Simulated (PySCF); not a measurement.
Consider N-methylmethanimine, `C=NC` (C2H5N). Atom numbers as in the mapped SMILES `[CH2:1]=[N:2][CH3:3]`.

Level of theory: ωB97X-D3(BJ)/ma-def2-TZVP single points in PySCF, grid level 2; every species was optimised with PBE0-D3(BJ)/def2-SVP. Thermal corrections: PBE0-D3(BJ)/def2-SVP frequencies, unscaled, ideal gas at 298.15 K and 1 bar, quasi-RRHO entropy.

What are the vertical and the adiabatic ionisation energy for forming the radical cation?

9.91 eV vertical and 9.03 eV adiabatic, the latter with zero-point energy.

Where does the unpaired spin of the relaxed radical cation sit?

N2 (imine nitrogen) 0.87, C1 (imine carbon) -0.12, H (on C1) 0.09, H (on C3) 0.08 (intrinsic atomic orbital populations).

What oxidation potential follows in THF (IEF-PCM), given that Fc+/Fc comes at 4.74 V absolute with this functional and basis?

In the gas phase ΔG of oxidation is 8.996 eV, and solvation is -12.4 kJ/mol for the parent and -234.1 kJ/mol for the product, so the absolute potential is 6.70 V, or 1.95 V against Fc+/Fc. Fc+/Fc in THF, 4.74 V, is ωB97X-D3(BJ)/ma-def2-TZVP on PBE0-D3(BJ)/def2-SVP structures with GFN2-xTB thermal terms. Benchmark calculations put it near 5.0 V in acetonitrile and DMSO, so it is about 0.3 V low, and the value against it can read up to that much too high. The solvent is electrostatics only, on gas-phase structures; the absolute scale refers to an electron at rest in vacuum.

How far is −ε(HOMO) from the vertical value by ΔSCF?

−ε(HOMO) = 9.91 eV, which is 0.01 eV below the ΔSCF value.

Differences come from unrounded values, so a last digit can differ from that of the printed terms.
